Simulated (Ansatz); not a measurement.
# SiH2O (singlet): wave-function methods side by side, cc-pVDZ

One table from this session's results is given with a row withheld; the runs are named, their logs left out.

The runs use Ansatz 0.2.0, Gaussian basis; cc-pVDZ, core rule «outside noble gas», up to 6 orbitals frozen.

Plan: UHF; CCSD(T) on RHF; CCSD(T) on UHF; BCCD(T) on RHF; CISD; CCSDT(Q) on RHF; CCSDT(Q) on UHF.

26 further runs of the same task are left out: 10 for a known fault of the program, 9 that didn't finish, 7 set aside as unsound or not needed.

## The system

The geometry is a PBE0/def2-TZVP stationary point (not a proven minimum).

4 atoms, charge 0, spin multiplicity 1.

Atoms are counted from 1 here; the program's logs count them from 0.

Bond lengths: Si1–O2 1.657 Å, Si1–H3 1.532 Å, O2–H4 0.961 Å. Angles: O2–Si1–H3 94.4°, Si1–O2–H4 114.2°.

Set-up of the first run:

Contents of in.yaml:

```yaml
crystal:
  periodic: [false, false, false]
  atoms:
    - {symbol: Si, position_ang: [0.000000, -0.118572, 0.606157]}
    - {symbol: O, position_ang: [0.000000, 0.162082, -1.027349]}
    - {symbol: H, position_ang: [0.000000, 1.366569, 0.980666]}
    - {symbol: H, position_ang: [0.000000, -0.635437, -1.563283]}
basis:
  gaussian: {orbitals: cc-pVDZ}
magnetization: {spin_polarized: true, initial_magnetization: 0}
hamiltonian: {xc: hf}
output: {orbitals: {seedname: orbitals}}
```

Started as:

```console
$ ansatz run in.yaml --threads 1 --pin off --events-out ev --progress --plain --max-ram 2393MiB
```

Among the steps run: UHF; CCSD(T) on RHF; CCSD(T) on UHF; BCCD(T) on RHF; CISD; CCSDT(Q) on RHF; CCSDT(Q) on UHF.

One of the session's tables, all rows but one given; the rest of the session is left out.

| method | from RCCSDT(Q) (kcal/mol) |
| --- | --- |
| RHF | +192.84 |
| UHF | +192.69 |
| RMP2 | +20.36 |
| CISD | +20.96 |
| RCCSD | ? |
| RCCSD(T) | +0.94 |
| BCCD(T) | +0.88 |
| RCCSDT | +0.54 |
| RCCSDT(Q) | 0 |

Q: Estimate the row for RCCSD from the others.

As computed: from RCCSDT(Q) (kcal/mol): +5.49. In the column «from RCCSDT(Q) (kcal/mol)» it lies between RCCSD(T) (+0.94) and RMP2 (+20.36).

Not comparable, so not listed: CCSD(T) on UHF; CCSDT(Q) on UHF (they don't share determinant, frozen orbitals or solution with the rows shown, or repeat one).

Caveats from the session: Warnings: restricted reference is unstable; spin contamination.
